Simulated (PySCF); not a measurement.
# Worked example: correlation energy of AsH2⁺, singlet

Geometry: that of the AsH2⁺, triplet, kept fixed.

```tsv
atom	x (Å)	y (Å)	z (Å)
As	0.0000	-0.0191	0.0000
H	0.0000	0.7098	-1.3240
H	0.0000	0.7098	1.3240
```

Basis cc-pVDZ; PySCF 2.14.0. Only valence electrons are correlated (noble-gas cores and the filled d shells of p-block atoms frozen), which leaves 6 electrons in 23 orbitals. R marks a restricted (for open shells ROHF) determinant. No spin–orbit coupling is included, and no scalar relativity.

Full CI is exact within this basis and frozen core; it isn't the basis-set limit.

RCCSD has a T1 diagnostic of 0.013 and a largest doubles amplitude of 0.12.

```json
{"level": "RHF", "total energy (hartree)": "-2234.959960"}
{"level": "RMP2", "total energy (hartree)": "-2235.048315"}
{"level": "RCCSD", "total energy (hartree)": "-2235.075756"}
{"level": "RCCSD(T)", "total energy (hartree)": "-2235.078021"}
{"level": "RCCSDT", "total energy (hartree)": "-2235.078609"}
{"level": "RCCSDT(Q)", "total energy (hartree)": "-2235.078718"}
{"level": "full CI", "total energy (hartree)": "-2235.078746"}
```

Question: What is the correlation energy at full CI, and what share of it do RMP2 and RCCSD recover?

Answer: E(corr) = -2235.078746 − (-2234.959960) = -0.118786 hartree = -3.232 eV. RMP2: -0.088355 / -0.118786 = 74.38 %. RCCSD: -0.115796 / -0.118786 = 97.48 %.

Question: By how many kcal/mol does RCCSD(T) miss full CI (1 hartree = 627.509 kcal/mol), and which steps make up the rest?

Answer: -2235.078021 − (-2235.078746) = 0.000725 hartree = 0.45 kcal/mol. Steps: RCCSDT − RCCSD(T) = -0.37, RCCSDT(Q) − RCCSDT = -0.07, full CI − RCCSDT(Q) = -0.02 kcal/mol. That is within 1 kcal/mol of the reference in this basis, which itself misses far more of the correlation at the basis-set limit.
